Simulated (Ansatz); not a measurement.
# [CF3]+ (SMILES F[C+](F)F): levels of theory compared

Wanted: a comparison of 6 runs (UHF/STO-3G, B3LYP/STO-3G, wB97M-V/STO-3G, wB97X/STO-3G, CCSDTQ/STO-3G, FCI/STO-3G) of [CF3]+. 

The calculation is run with Ansatz 0.2.0.

5 further runs of the same task are left out: 5 that didn't finish.

### Step 1. The structure to begin with

[CF3]+: 4 atoms, total charge +1, spin state singlet. As SMILES, `F[C+](F)F`. The F3–C2 distance was set to 1.845 Å, away from the relaxed value.

Bond lengths: F1–C2 1.230 Å, C2–F4 1.230 Å. Angles: F1–C2–F4 120.0°. A long bond or contact: C2–F3 1.845 Å.

### Step 2. A single-point energy at UHF/STO-3G (run 1)

Contents of molecule.yaml:

```yaml
crystal:
  periodic: [false, false, false]
  atoms:
    - {symbol: F, position_ang: [1.003353, 0.372105, 1.225102]}
    - {symbol: C, position_ang: [0.304753, 0.486705, 0.219702]}
    - {symbol: F, position_ang: [-0.609500, -0.973400, -0.439400]}
    - {symbol: F, position_ang: [0.215753, 1.574705, -0.346298]}
basis:
  gaussian:
    orbitals: STO-3G
total_charge: 1
magnetization:
  spin_polarized: true
  initial_magnetization: 0
hamiltonian:
  xc: hf
accuracy: high
```

Launch:

```sh
$ ansatz run molecule.yaml --threads 1 --pin off --max-ram 2610MiB --events-out events.jsonl --progress --plain --runs-dir runs
```

Standard output:

```text
Warning: RAYON_NUM_THREADS=1 ignored (pool sized by the plan → 1); use --threads N
Functional definition: HF
  name "HF"
  exchange = exact_x
  correlation = 0
360 factors; integrals over basis functions are off by at most 4.0e-8 eV
mean field evaluation 1: about -8997.2922 eV, gradient 3.4e1 eV
mean field evaluation 2: about -8997.3643 eV, gradient 3.4e1 eV
mean field evaluation 4: about -9008.2752 eV, gradient 7.9e0 eV
mean field evaluation 8: about -9009.2329 eV, gradient 3.1e-2 eV
mean field evaluation 16: about -9009.5713 eV, gradient 2.1e0 eV
mean field evaluation 32: about -9010.0534 eV, gradient 1.3e-3 eV
mean field evaluation 64: about -9009.0353 eV, gradient 6.4e-1 eV
mean field evaluation 96: about -9009.0475 eV, gradient 2.0e-1 eV
mean field evaluation 128: about -9009.0386 eV, gradient 1.8e-1 eV
mean field evaluation 160: about -9009.0066 eV, gradient 3.1e-2 eV
mean field evaluation 192: about -8999.4799 eV, gradient 2.4e1 eV
mean field evaluation 224: about -9009.2126 eV, gradient 2.1e-1 eV
mean field -9010.05342255 eV, -331.1133560450 hartree, gradient 1.0e-8 eV, S^2 0.601089; 6 other end points of the search recorded, 0 dependent functions left out
reference -9010.05342255 eV, -331.1133560450 hartree; 16, 16 occupied and 4, 4 virtual orbitals, 360 factors
Total energy: -9010.05342255 eV, -331.1133560450 hartree
```

Wall time 0.66 s (1 thread of Arm Neoverse V2, shared host).

### Step 3. A single-point energy at B3LYP/STO-3G (run 2)

Edit molecule.yaml of step 2 so:

```diff
@@ -11,7 +11,4 @@
 total_charge: 1
-magnetization:
-  spin_polarized: true
-  initial_magnetization: 0
 hamiltonian:
-  xc: hf
+  xc: {name: B3LYP}
 accuracy: high
```

Launch:

```sh
$ ansatz run molecule.yaml --threads 1 --pin off --max-ram 2610MiB --events-out events.jsonl --progress --plain --runs-dir runs
```

Standard output:

```text
Warning: RAYON_NUM_THREADS=1 ignored (pool sized by the plan → 1); use --threads N
Functional definition: B3LYP
  name "B3LYP"
  parameter a0 = 0.2
  parameter ax = 0.72
  parameter ac = 0.81
  exchange = (1 - a0 - ax)*slater_x + ax*b88_x + a0*exact_x
  correlation = (1 - ac)*vwn_rpa_c + ac*lyp_c
360 factors; integrals over basis functions are off by at most 4.0e-8 eV
mean field evaluation 1: about -9037.3795 eV, gradient 4.1e1 eV
mean field evaluation 2: about -8933.0376 eV, gradient 1.4e2 eV
mean field evaluation 4: about -9043.9365 eV, gradient 1.2e1 eV
mean field evaluation 8: about -9044.4377 eV, gradient 2.5e-1 eV
mean field evaluation 16: about -9044.4380 eV, gradient 1.7e-5 eV
mean field -9044.43796283 eV, -332.3769645937 hartree, gradient 2.8e-8 eV, S^2 0.000000; 0 other end points of the search recorded, 0 dependent functions left out
reference -9044.43797854 eV, -332.3769651710 hartree; 16, 16 occupied and 4, 4 virtual orbitals, 360 factors
Total energy: -9044.43797854 eV, -332.3769651710 hartree
```

Wall time 1 s (1 thread of Arm Neoverse V2, shared host); peak memory 0.089 GiB.

Runs 3 to 4 aren't shown in full; the table further down has their settings and results.

### Step 4. A single-point energy at CCSDTQ/STO-3G (run 5)

Contents of run.yaml:

```yaml
crystal:
  periodic: [false, false, false]
  atoms:
    - {symbol: F, position_ang: [1.003353, 0.372105, 1.225102]}
    - {symbol: C, position_ang: [0.304753, 0.486705, 0.219702]}
    - {symbol: F, position_ang: [-0.609500, -0.973400, -0.439400]}
    - {symbol: F, position_ang: [0.215753, 1.574705, -0.346298]}
basis:
  gaussian:
    orbitals: STO-3G
total_charge: 1
correlation:
  method: ccsdtq
  frozen_orbitals: {C: 1, F: 1}
accuracy: high
scf:
  omitted_lower_state_checks: [cluster_reference, increment]
```

Launch:

```sh
$ ansatz run run.yaml --threads 1 --pin off --max-ram 2610MiB --events-out events.jsonl --progress --plain --runs-dir runs
```

Standard output (excerpt; [...] marks lines left out):

```text
Warning: RAYON_NUM_THREADS=1 ignored (pool sized by the plan → 1); use --threads N
[... 2 set-up lines as earlier in the session ...]
[...]
360 factors; integrals over basis functions are off by at most 4.0e-8 eV
[...]
mean field -9009.21310464 eV, -331.0824749317 hartree, gradient 2.8e-8 eV, S^2 0.000000; 0 other end points of the search recorded, 0 dependent functions left out; unrestricted orbitals would lower it
4 core orbitals not correlated: weight in the atoms' cores, before any rotation towards them, 1.000 or more for the frozen orbitals, at most 0.000 for the correlated occupied ones
reference -9009.21310464 eV, -331.0824749317 hartree; 12, 12 occupied and 4, 4 virtual orbitals, 360 factors
second order -4.39335927 eV of doubles, -0.00000000 eV of singles
cycle   1  -4.81686623 eV  change   -4.2e-1 eV  update   1.5e-1
[...]
cycle  35  -5.98713206 eV  change   -1.1e-9 eV  update   2.4e-9
Total energy: -9015.20023670 eV, -331.3024979766 hartree
Checks for a lower state left out: cluster_reference, increment
```

Run time: 21 s. Hardware: 1 thread of Arm Neoverse V2, shared host; peak memory 0.27 GiB.

### Step 5. The energy at FCI/STO-3G (run 6)

Edit run.yaml of step 4 so:

```diff
@@ -8,10 +8,5 @@
 basis:
-  gaussian:
-    orbitals: STO-3G
+  gaussian: {orbitals: STO-3G}
 total_charge: 1
-correlation:
-  method: ccsdtq
-  frozen_orbitals: {C: 1, F: 1}
+correlation: {method: fci, frozen_orbitals: {C: 1, F: 1}}
 accuracy: high
-scf:
-  omitted_lower_state_checks: [cluster_reference, increment]
```

Launch:

```sh
$ ansatz run run.yaml --threads 1 --pin off --max-ram 2610MiB --events-out events.jsonl --progress --plain --runs-dir runs
```

Standard output:

```text
Warning: RAYON_NUM_THREADS=1 ignored (pool sized by the plan → 1); use --threads N
[... 4 set-up lines as earlier in the session ...]
360 factors; integrals over basis functions are off by at most 4.0e-8 eV
mean field evaluation 1: about -8997.2922 eV, gradient 4.8e1 eV
mean field evaluation 2: about -8997.3643 eV, gradient 4.8e1 eV
mean field evaluation 4: about -9008.2752 eV, gradient 1.1e1 eV
mean field evaluation 8: about -9009.2325 eV, gradient 3.0e-1 eV
mean field evaluation 16: about -9009.2131 eV, gradient 2.8e-8 eV
mean field -9009.21310464 eV, -331.0824749317 hartree, gradient 2.8e-8 eV, S^2 0.000000; 0 other end points of the search recorded, 0 dependent functions left out; unrestricted orbitals would lower it
4 core orbitals not correlated: weight in the atoms' cores, before any rotation towards them, 1.000 or more for the frozen orbitals, at most 0.000 for the correlated occupied ones
reference -9009.21310464 eV, -331.0824749317 hartree; 12, 12 occupied and 4, 4 virtual orbitals, 360 factors
state -9015.19497567 eV, -331.3023046373 hartree
Total energy: -9015.19497567 eV, -331.3023046373 hartree
```

Wall time 17 s (1 thread of Arm Neoverse V2, shared host); peak memory 0.31 GiB.

### Step 6. All runs side by side

```
run           level  frozen core orbitals  energy (Eh)  wall time
  1      UHF/STO-3G                     –  -331.113356     0.66 s
  2    B3LYP/STO-3G                     –  -332.376965        1 s
  3  wB97M-V/STO-3G                     –  -332.425084       15 s
  4    wB97X/STO-3G                     –  -332.361196      4.2 s
  5   CCSDTQ/STO-3G                     4  -331.302498       21 s
  6      FCI/STO-3G                     4  -331.302305       17 s
```

### Step 7. Summary of results

| quantity | value |
| --- | --- |
| run 6: total energy | -331.30230 Eh |
| run 6: correlation energy (4 core orbitals frozen) | -219.8 mEh |

**Reading.** Against full CI in this basis: UHF +188.9 mEh; CCSDTQ -0.2 mEh. Totals of different functionals can't be ranked against each other. In run 5 the log says that unrestricted orbitals would lower the reference, so the values rest on an unstable closed-shell determinant (other closed-shell runs at this shape may share the fault). In runs 1, 2, 3, 4, 5, 6 the basis is minimal, so the values are rough. Spin contamination of the reference: run 1 ⟨S²⟩ = 0.60. Where it is this large, the reference is a mixture of spin states, and values that rest on it are in doubt. All runs together took 59 s, the longest 21 s.
